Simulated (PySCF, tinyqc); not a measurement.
G0W0 on RHF in the sto-3g basis, for BH, spin multiplicity 1, step by step. The lowest restricted solution is unstable here: a spin-polarised one lies 0.0142 hartree lower (PySCF). One step of it, computed by the program tinyqc.

Task: G0W0 on Hartree-Fock: LUMO. W(p,q,m) = sqrt2 sum_ia (pq|ia) (X+Y)_ia,m; Sigma_c(x) = sum_(i,m) W^2/(x - e_i + w_m) + sum_(a,m) W^2/(x - e_a - w_m); solve x = e_p + Sigma_c(x) by Newton steps; Z = 1/(1 - dSigma/dx); 1 hartree = 27.211386 eV.

orbital energies (hartree): MO1 -7.334332, MO2 -0.623443, MO3 -0.243609, MO4 0.269181, MO5 0.269181, MO6 0.868377

Two-electron integrals over orbitals (pq|rs), unique and non-zero (hartree):
```
(11|11) 2.889938    (21|11) -0.223881   (21|21) 0.029322    (22|11) 0.611937
(22|21) 0.001293    (22|22) 0.623541    (31|11) -0.220597   (31|21) 0.022644
(31|22) -0.021531   (31|31) 0.035470    (32|11) 0.068542    (32|21) -0.008108
(32|22) -0.074519   (32|31) 0.002859    (32|32) 0.050327    (33|11) 0.708903
(33|21) -0.017398   (33|22) 0.412826    (33|31) 0.004807    (33|32) 0.044568
(33|33) 0.589628    (41|41) 0.021734    (42|41) 0.018504    (42|42) 0.057897
(43|41) 0.019113    (43|42) 0.041579    (43|43) 0.066731    (44|11) 0.741980
(44|21) -0.008876   (44|22) 0.469317    (44|31) -0.007509   (44|32) 0.033577
(44|33) 0.514731    (44|44) 0.586773    (51|51) 0.021734    (52|51) 0.018504
(52|52) 0.057897    (53|51) 0.019113    (53|52) 0.041579    (53|53) 0.066731
(54|54) 0.031630    (55|11) 0.741980    (55|21) -0.008876   (55|22) 0.469317
(55|31) -0.007509   (55|32) 0.033577    (55|33) 0.514731    (55|44) 0.523513
(55|55) 0.586773    (61|11) 0.148852    (61|21) -0.024872   (61|22) -0.014495
(61|31) -0.005978   (61|32) 0.011069    (61|33) 0.025158    (61|44) 0.003939
(61|55) 0.003939    (61|61) 0.031218    (62|11) -0.183001   (62|21) 0.004029
(62|22) 0.020277    (62|31) 0.010396    (62|32) -0.050147   (62|33) -0.042608
(62|44) -0.086501   (62|55) -0.086501   (62|61) 0.003280    (62|62) 0.122770
(63|11) 0.073891    (63|21) -0.004922   (63|22) -0.058510   (63|31) 0.007655
(63|32) 0.042005    (63|33) 0.078417    (63|44) 0.029599    (63|55) 0.029599
(63|61) 0.011225    (63|62) -0.048428   (63|63) 0.065779    (64|41) -0.012855
(64|42) -0.038388   (64|43) -0.017632   (64|64) 0.034960    (65|51) -0.012855
(65|52) -0.038388   (65|53) -0.017632   (65|65) 0.034960    (66|11) 0.694095
(66|21) -0.003878   (66|22) 0.606006    (66|31) -0.020092   (66|32) -0.060667
(66|33) 0.460785    (66|44) 0.487815    (66|55) 0.487815    (66|61) -0.007981
(66|62) 0.027967    (66|63) -0.041713   (66|66) 0.633272
```

excitation energies w (hartree): [0.615884, 0.615884, 1.011423, 1.011423, 1.219217, 1.732176, 7.646925, 7.646925, 8.264928]

X + Y:
```
             1          2          3          4          5          6         7         8
1>4  -0.000004  -0.006924  -0.010331   0.000032   0.000000   0.000000  0.000000  0.997148
1>5  -0.006924   0.000004  -0.000032  -0.010331   0.000000   0.000000  0.997148  0.000000
1>6   0.000000   0.000000   0.000000   0.000000  -0.005488  -0.000752  0.000000  0.000000
2>4  -0.000121  -0.212872   0.924625  -0.002862   0.000000   0.000000  0.000000  0.001148
2>5  -0.212872   0.000121   0.002862   0.924625   0.000000   0.000000  0.001148  0.000000
2>6   0.000000   0.000000   0.000000   0.000000   0.184967   0.914964  0.000000  0.000000
3>4   0.000512   0.898094   0.125897  -0.000390   0.000000   0.000000  0.000000  0.000675
3>5   0.898094  -0.000512   0.000390   0.125897   0.000000   0.000000  0.000675  0.000000
3>6   0.000000   0.000000   0.000000   0.000000   0.941564  -0.133978  0.000000  0.000000

            9
1>4  0.000000
1>5  0.000000
1>6  0.996227
2>4  0.000000
2>5  0.000000
2>6  0.000295
3>4  0.000000
3>5  0.000000
3>6  0.000744
```

Give: The 12 largest terms at x = e_p; Newton steps; quasiparticle energy of the LUMO; Hartree-Fock value.

Result:

The 12 largest terms at x = e_p (hartree; W for the signs of X + Y given):
```
q  m        W       term
4  6  -0.1175    -0.0080
3  2   0.0721     0.0046
2  3   0.0828     0.0036
3  3   0.0660     0.0029
6  3  -0.0531    -0.0018
2  2   0.0352     0.0008
4  5   0.0168  -2.30e-04
6  2  -0.0107  -9.44e-05
3  8   0.0271   8.99e-05
1  3   0.0273   8.64e-05
2  8   0.0262   8.06e-05
1  8   0.0307   6.18e-05
```

Newton steps (hartree):
```
step       x  Sigma_c(x)       Z
0     0.2692      0.0021  0.9858
1     0.2713      0.0021  0.9858
2     0.2713      0.0021  0.9858
```

quasiparticle energy of the LUMO = 7.3823 eV

Hartree-Fock value = 7.3248 eV
